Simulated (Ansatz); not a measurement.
**CH2Al (quartet): wave-function methods side by side, cc-pVDZ**

How much of the correlation energy of CH2Al (quartet) does each wave-function method recover here?

The runs use Ansatz 0.2.0, Gaussian basis; cc-pVDZ, core rule «outside noble gas», up to 6 orbitals frozen.

Plan: UHF; CCSD(T) on ROHF; CCSD(T) on UHF; BCCD(T) on ROHF; CISD; CCSDT(Q) on ROHF; CCSDT(Q) on UHF; CCSDTQ on ROHF; CASSCF and MRCISD+Q, 9 electrons in 10 orbitals; CASSCF and NEVPT2, 9 electrons in 10 orbitals.

10 further runs of the same task are left out: 5 for a known fault of the program, 5 set aside as unsound or not needed.

**1. What is computed**

The geometry is a PBE0/def2-TZVP stationary point (not a proven minimum) of the parent state, kept for this charge and spin.

4 atoms, charge 0, spin multiplicity 4.

Atoms are counted from 1 here; the program's logs count them from 0.

Bond lengths: Al1–C2 1.971 Å, C2–H3 1.094 Å, C2–H4 1.094 Å. Angles: Al1–C2–H3 125.0°, Al1–C2–H4 125.0°, H3–C2–H4 109.9°.

As a file:

```
Al    0.0000    0.0000    0.7050
C     0.0000    0.0000   -1.2658
H     0.0000   -0.8961   -1.8941
H     0.0000    0.8961   -1.8941
```

**2. UHF**

in.yaml reads:

```yaml
crystal:
  periodic: [false, false, false]
  atoms:
    - {symbol: Al, position_ang: [0.000000, 0.000000, 0.704959]}
    - {symbol: C, position_ang: [0.000000, 0.000000, -1.265754]}
    - {symbol: H, position_ang: [0.000000, -0.896128, -1.894102]}
    - {symbol: H, position_ang: [0.000000, 0.896128, -1.894102]}
basis:
  gaussian: {orbitals: cc-pVDZ}
magnetization: {spin_polarized: true, initial_magnetization: 3}
hamiltonian: {xc: hf}
output: {orbitals: {seedname: orbitals}}
```

Started as:

```console
> ansatz run in.yaml --threads 1 --pin off --events-out ev --progress --plain --max-ram 4096MiB --backend cpu
```

Further steps of the session: CCSD(T) on ROHF; CCSD(T) on UHF; BCCD(T) on ROHF; CISD; CCSDT(Q) on ROHF; CCSDT(Q) on UHF; CCSDTQ on ROHF; CASSCF and MRCISD+Q, 9 electrons in 10 orbitals; CASSCF and NEVPT2, 9 electrons in 10 orbitals.

**Question.** What will the summary of the whole plan be? Wanted: RCCSDTQ below the RHF energy; RMP2 from RCCSDTQ; UMP2 from RCCSDTQ; RCCSD from RCCSDTQ; RCCSD(T) from RCCSDTQ; UCCSD(T) from RCCSDTQ; RCCSDT(Q) from RCCSDTQ; UCCSDT(Q) from RCCSDTQ; NEVPT2 valence from RCCSDTQ.

As calculated:

```
                         quantity                                                                                value
     RCCSDTQ below the RHF energy                                                                           -4.8968 eV
                RMP2 from RCCSDTQ                                                                         +83.9 kJ/mol
                UMP2 from RCCSDTQ                                                                         +84.7 kJ/mol
               RCCSD from RCCSDTQ                                                                         +16.2 kJ/mol
            RCCSD(T) from RCCSDTQ                                                                          +3.2 kJ/mol
            UCCSD(T) from RCCSDTQ                                                                          +3.1 kJ/mol
           RCCSDT(Q) from RCCSDTQ                                                                           0.0 kJ/mol
           UCCSDT(Q) from RCCSDTQ                                                                          -0.1 kJ/mol
      NEVPT2 valence from RCCSDTQ                                                                         +74.0 kJ/mol
    MRCISD+Q valence from RCCSDTQ                                                                          +2.7 kJ/mol
levels within 1 kcal/mol (43 meV)  RCCSD(T), UCCSD(T), BCCD(T), RCCSDT, UCCSDT, RCCSDT(Q), UCCSDT(Q), MRCISD+Q valence
                    T1 diagnostic                                                                                0.026
   effectively unpaired electrons                                                                                 3.01
```

RCCSD(T) lands +3.2 kJ/mol from the yardstick (0.7 % of the correlation energy). One determinant dominates. Of the multireference levels listed MRCISD+Q valence comes nearest in total energy (+2.7 kJ/mol), which doesn't show that its space is the better one. These misses are within one basis, not against nature; the frozen cores of restricted and unrestricted runs differ, which can shift their rows.
